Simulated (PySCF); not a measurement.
Working out the ionisation energy of Ne

Ne [Ne] (1S) → Ne⁺ [He] 2s2 2p5 (2P). Calculation: PySCF 2.14, in def2-SVP (3s2p1d, 14 functions); no relativity, point nucleus. Frozen: 1s2. Energies in hartree (1 hartree = 27.21139 eV):

| part | Ne (lower) | Ne⁺ (upper) |
| --- | --- | --- |
| UHF | -128.376407 | -127.648288 |
| CCSD correlation | -0.187316 | -0.140699 |
| (T) | -0.001033 | -0.001056 |

Q: What does Hartree-Fock give?

A: (-127.648288) − (-128.376407) = 0.728119 hartree = 19.813 eV.

Q: What do CCSD and CCSD(T) give?

A: The CCSD correlation energies differ by 0.046617 hartree = 1.269 eV and the triples by -0.000023 hartree = -0.001 eV, so CCSD gives 21.082 eV and CCSD(T) 21.081 eV.

Measured between the centres of the two terms (NIST): 21.597 eV, so CCSD(T) (valence) is off by -0.516 eV.

A double-zeta basis recovers only part of the correlation energy.

What remains against the reference includes basis incompleteness, the frozen core and higher excitations.
